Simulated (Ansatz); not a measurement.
Ideal-gas functions of CH$_{6}$AlB, SMILES `[BH2][AlH][CH3]` at 400 K and 1 bar, from an Ansatz frequency run at PBE0-D4/def2-TZVP.

Molar mass 55.85 g/mol, point group C1 (symmetry number 1), electronic degeneracy 1, moments of inertia 23.382, 102.47, 118.673 u Å². Harmonic wavenumbers (cm⁻¹, unscaled): 36, 140, 200, 339, 493, 505, 530, 650, 665, 761, 854, 1150, 1211, 1436, 1442, 1873, 2551, 2620, 3032, 3104, 3134.

Use S(trans) = R[1.5 ln M + 2.5 ln T − 1.1517]; rotational temperatures θ = 24.2544 K / I; S(rot) = R[ln(√π/σ · √(T³/θAθBθC)) + 1.5]; for each mode x = 1.438777 ν̃/T, S = R[x/(eˣ − 1) − ln(1 − e⁻ˣ)] and H = RT x/(eˣ − 1); 1 cm⁻¹ = 0.0119627 kJ/mol; R = 8.31446 J/(mol·K).

Question: By hand: the entropy, in J/(mol·K).

Answer: Translation 165.1. Rotation: θ = 1.0373, 0.2367, 0.2044 K, giving 104.4. Vibration, mode by mode: 25.32, 14.11, 11.23, 7.16, 4.56, 4.41, 4.10, 2.92, 2.80, 2.13, 1.64, 0.69, 0.58, 0.29, 0.29, 0.08, 0.01, 0.01, 0.00, 0.00, 0.00, in all 82.3. Electronic 0.0. Sum 351.8 J/(mol·K).

Question: By hand: H − E and G − E in kJ/mol, counted from the electronic energy.

Answer: Zero-point energy ½ × 26726 × 0.0119627 = 159.9; thermal vibration 16.5; translation, rotation and pV give 4 RT = 13.3. H − E = 189.7 kJ/mol, and G − E = 189.7 − 400 × 351.8/1000 = 49.0 kJ/mol.

Vibration gives 23 % of the entropy, 39.4 J/(mol·K) of it from the modes under 150 cm⁻¹: soft modes count most, and the harmonic formula is weakest for them. The sum counts one conformer and one mirror image; others add a mixing term.
